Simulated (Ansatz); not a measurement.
Species: BCl3, SMILES `ClB(Cl)Cl` (charge 0, multiplicity 1).

**Question.** Give a relaxed geometry from Ansatz (a quantum-chemistry and plane-wave program) with PBE0-D3(BJ)/def2-TZVP.

**Answer.** the end point of this relaxation (outside a Z-matrix the atoms follow the SMILES, hydrogens last).
Bonded distances (Å): Cl1–B2 1.737, B2–Cl3 1.737, B2–Cl4 1.737. Bond angles (°): Cl1–B2–Cl3 120.0, Cl1–B2–Cl4 120.0, Cl3–B2–Cl4 120.0.
